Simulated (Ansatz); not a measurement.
**H₃O+ (singlet): from Hartree-Fock to the top rungs at scale of all distances = 0.897, 6-31G**

Aim: climb from Hartree-Fock through coupled cluster and multireference methods for H₃O+ (singlet) at one geometry and basis, and see what each rung misses.

Program: Ansatz 0.2.0, Gaussian basis. Level of theory: 6-31G, core rule «outside noble gas», up to 1 orbitals frozen. These are calculated values, not measurements.

The runs, in order: UHF; CCSD(T) on RHF; BCCD(T) on RHF; CISD; CCSDT(Q) on RHF; CISDTQ; CCSDTQ on RHF; CASSCF and MRCISD+Q, 2 electrons in 2 orbitals; CASSCF and NEVPT2, 2 electrons in 2 orbitals; CASSCF and MRCISD+Q, 8 electrons in 7 orbitals; CASSCF and MRCISD+Q(relaxed), 8 electrons in 7 orbitals; CASSCF and NEVPT2, 8 electrons in 7 orbitals; Full CI.

17 further runs of the same task are left out: 1 for a known fault of the program, 13 that didn't finish, 3 set aside as unsound or not needed. Runs told in other sessions of the task aren't counted.

### 1 What is computed

The geometry derives from a PBE0/def2-TZVP stationary point (not a proven minimum). All distances are scaled together.

4 atoms, charge 1, spin multiplicity 1.

Atoms are counted from 1 here; the program's logs count them from 0.

Bond lengths: O1–H2 0.877 Å, O1–H3 0.877 Å, O1–H4 0.877 Å. Angles: H2–O1–H3 113.0°, H2–O1–H4 113.0°, H3–O1–H4 113.0°.

### 2 UHF

The input, in.yaml:

```yaml
crystal:
  periodic: [false, false, false]
  atoms:
    - {symbol: O, position_ang: [0.000141, -0.000094, -0.037605]}
    - {symbol: H, position_ang: [0.844105, 0.012710, 0.202099]}
    - {symbol: H, position_ang: [-0.433740, 0.726051, 0.195546]}
    - {symbol: H, position_ang: [-0.412597, -0.737275, 0.199267]}
basis:
  gaussian: {orbitals: 6-31G}
total_charge: 1
magnetization: {spin_polarized: true, initial_magnetization: 0}
hamiltonian: {xc: hf}
output: {orbitals: {seedname: orbitals}}
```

Command:

```console
> ansatz run in.yaml --threads 1 --pin off --events-out ev --progress --plain --max-ram 2393MiB
```

The runs that follow: CCSD(T) on RHF; BCCD(T) on RHF; CISD; CCSDT(Q) on RHF; CISDTQ; CCSDTQ on RHF; CASSCF and MRCISD+Q, 2 electrons in 2 orbitals; CASSCF and NEVPT2, 2 electrons in 2 orbitals; CASSCF and MRCISD+Q, 8 electrons in 7 orbitals; CASSCF and MRCISD+Q(relaxed), 8 electrons in 7 orbitals; CASSCF and NEVPT2, 8 electrons in 7 orbitals; Full CI.

Q: Predict the results of all the runs planned. Wanted: FCI from the RHF energy; RMP2 from FCI; RCCSD from FCI; RCCSD(T) from FCI; RCCSDT(Q) from FCI; NEVPT2 pair from FCI; MRCISD+Q pair from FCI; NEVPT2 valence from FCI; T1 diagnostic.

The runs gave:

```
                         quantity                                                                                                                                     value
          FCI from the RHF energy                                                                                                                                -3.4524 eV
                    RMP2 from FCI                                                                                                                                +253.6 meV
                   RCCSD from FCI                                                                                                                                 +31.3 meV
                RCCSD(T) from FCI                                                                                                                                  +9.7 meV
               RCCSDT(Q) from FCI                                                                                                                                  -0.1 meV
             NEVPT2 pair from FCI                                                                                                                                +193.6 meV
           MRCISD+Q pair from FCI                                                                                                                                 +25.6 meV
          NEVPT2 valence from FCI                                                                                                                                +242.4 meV
levels within 1 kcal/mol (43 meV)  RCCSD, RCCSD(T), BCCD(T), RCCSDT, CISDTQ, RCCSDT(Q), RCCSDTQ, MRCISD+Q pair, MRCISD valence, MRCISD+Q valence, MRCISD+Q(relaxed) valence
                    T1 diagnostic                                                                                                                                     0.006
   effectively unpaired electrons                                                                                                                                      0.01
```

What this shows: RCCSD(T) misses by +9.7 meV, 0.3 % of the correlation energy. MRCISD+Q(relaxed) valence falls below full CI: the +Q correction isn't variational, and the cores differ from full CI's. One determinant dominates. Of the multireference levels listed MRCISD+Q valence comes nearest in total energy (+2.6 meV), which doesn't show that its space is the better one. These misses are within one basis, not against nature.
